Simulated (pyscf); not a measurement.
O=GeH–OH → HO–Ge:–OH [singlet], a hydrogen shift (singlet surface; Ge–H broken, H–O formed). Single points on ωB97X-D3(BJ)/def2-SVP structures (PySCF, gas phase). Correlated levels are frozen-core, on RHF or UHF. ΔMP2 is the change of the MP2 total energy from the triple- to the quadruple-zeta basis. Energies in kJ/mol from the reactant's lowest minimum found.

Small-basis levels: PySCF, no dispersion term, spherical d functions. AM1 to PM7: differences of heats of formation from MOPAC. Cost: rough CPU time at the saddle relative to B3LYP/6-31G*+LANL2DZ, from one job on a shared machine.

| level | barrier | reaction energy | cost |
|---|---|---|---|
| MP2/6-31G*+LANL2DZ | 214.0 | -135.7 | 0.1 |
| SVWN5/6-31G*+LANL2DZ | 179.7 | -150.4 | 0.8 |
| BP86/6-31G*+LANL2DZ | 187.9 | -136.6 | 1 |
| PBE/6-31G*+LANL2DZ | 186.5 | -138.2 | 1 |
| B3LYP/STO-3G | 250.6 | -58.6 | 0.9 |
| B3LYP/LANL2DZ | 203.0 | -177.7 | 0.8 |
| PM7 | 197.8 | -230.6 | under 0.02 |
| CCSD(T)/def2-TZVPP + ΔMP2(QZVPP) | 187.9 | -160.2 | – |

Against the last row the barrier runs from -8.2 (SVWN5/6-31G*+LANL2DZ) to +62.7 kJ/mol (B3LYP/STO-3G). CCSD(T)/def2-TZVPP + ΔMP2(QZVPP) has limits of its own. This is the saddle that the search found; another between the same sides may lie lower. One closed-shell reference is unstable to symmetry breaking; treat the single-reference values with care. The CCSD(T) − MP2 part came from Ansatz, without density fitting, on the same reference. The frozen core leaves the outer d or s,p core shells of the metals and heavy elements correlated in the MP2 and CC values, and def2-TZVPP describes them poorly, which can shift differences by a few kcal/mol. In the def2 sets elements up to Kr have no core potential.
